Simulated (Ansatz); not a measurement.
Results of rVV10 (PAW; Ansatz, a first-principles code) for CsCl-type TlBr.

Settings: plane-wave cutoff 520 eV, 8×8×8 k mesh, Fermi–Dirac smearing 0.01 eV, scalar-relativistic PAW data made under PBE.

Cell (relaxed at this level):

```
CELL_PARAMETERS angstrom
      3.99481     0.00000     0.00000
      0.00000     3.99481     0.00000
      0.00000     0.00000     3.99481
ATOMIC_POSITIONS crystal
  Tl 0.00000 0.00000 0.00000
  Br 0.50000 0.50000 0.50000
```

Q: What does this level give for the bulk modulus, band gap, direct gap at Γ and pressure derivative B′ of the bulk modulus?

A: 
- bulk modulus: 27.3 GPa
- band gap: 1.72 eV
- direct gap at Γ: 8.21 eV
- pressure derivative B′ of the bulk modulus: 5.0

Measured, for comparison: band gap 2.68 eV (temperature not stated, no zero-point or thermal correction, detector crystals, literature values; as tabulated in Piasecki et al. (2022), doi:10.1039/d1ma01259b).

Spin–orbit coupling is not included; with these elements it can move the gap by several tenths of an eV or more.

The computed numbers hold no vibrational or temperature effects.
